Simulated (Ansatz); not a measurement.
# C2H4 (singlet): from Hartree-Fock to the top rungs, cc-pVTZ

An exercise on one series of results from a longer session: the logs are not shown, and one member is left open.

Method: cc-pVTZ, core rule «outside noble gas», up to 2 orbitals frozen; program: Ansatz 0.2.0, Gaussian basis.

To be run: UHF; CCSD(T) on RHF; CCSDT(Q) on RHF.

2 further runs of the same task are left out: 2 set aside as unsound or not needed.

**The geometry**

The geometry is an MP2(full)/6-31G* stationary point (not a proven minimum).

6 atoms, charge 0, spin multiplicity 1.

Atoms are counted from 1 here; the program's logs count them from 0.

Bond lengths: C1–C2 1.335 Å, C1–H3 1.085 Å, C1–H4 1.085 Å, C2–H5 1.085 Å, C2–H6 1.085 Å. Angles: C2–C1–H3 121.7°, C2–C1–H4 121.7°, H3–C1–H4 116.6°, C1–C2–H5 121.7°, C1–C2–H6 121.7°, H5–C2–H6 116.6°.

The first run:

File in.yaml:

```yaml
crystal:
  periodic: [false, false, false]
  atoms:
    - {symbol: C, position_ang: [0.000000, 0.000000, 0.667480]}
    - {symbol: C, position_ang: [0.000000, 0.000000, -0.667480]}
    - {symbol: H, position_ang: [0.000000, 0.922832, 1.237695]}
    - {symbol: H, position_ang: [0.000000, -0.922832, 1.237695]}
    - {symbol: H, position_ang: [0.000000, 0.922832, -1.237695]}
    - {symbol: H, position_ang: [0.000000, -0.922832, -1.237695]}
basis:
  gaussian: {orbitals: cc-pVTZ}
magnetization: {spin_polarized: true, initial_magnetization: 0}
hamiltonian: {xc: hf}
output: {orbitals: {seedname: orbitals}}
```

The run is started by

```console
ansatz run in.yaml --threads 1 --pin off --events-out ev --progress --plain --max-ram 3956MiB --backend cpu
```

Among the steps run: UHF; CCSD(T) on RHF; CCSDT(Q) on RHF.

One of the session's tables, all rows but one given; the rest of the session is left out.

| method | from RCCSDT(Q) (meV) |
| --- | --- |
| RHF | +10242.1 |
| RMP2 | ? |
| RCCSD | +440.6 |
| RCCSD(T) | +31.5 |
| RCCSDT | +20.3 |
| RCCSDT(Q) | 0 |

Q: Estimate the row for RMP2 from the others.

As computed: from RCCSDT(Q) (meV): +1108.2. In the column «from RCCSDT(Q) (meV)» it lies between RCCSD (+440.6) and RHF (+10242.1).

With the free atoms at the same levels and basis (separate runs), the atomisation energy is 23.897 eV at RCCSDT(Q), 23.892 eV at RCCSD(T), 18.536 eV at RHF.
